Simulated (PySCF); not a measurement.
These are CAM-B3LYP-D3(BJ)/def2-TZVP run with PySCF values and carry that method's errors. All species are isolated molecules in the gas phase. Excitations are Tamm–Dancoff values on a coarser integration grid. The basis has no diffuse functions, so Rydberg states are missing or too high.

Reference species (SMILES): `ClB(Cl)I` (neutral, multiplicity 1).

```yaml
S1 oscillator strength: 0.000
HOMO–LUMO gap: 8.31 eV
brightest of the four lowest singlets (TDA): 5.61 eV
```

After one change: the S1 oscillator strength stays essentially unchanged; the HOMO–LUMO gap rises by 1.64 eV; the brightest of the four lowest singlets (TDA) rises by 1.77 eV.

### Question
Name the change that produced these shifts. The new species is one of these.
A) `IB(I)I`
B) `ClB(Cl)Cl`
C) `ClB(I)I`

### Answer
B, `ClB(Cl)Cl`
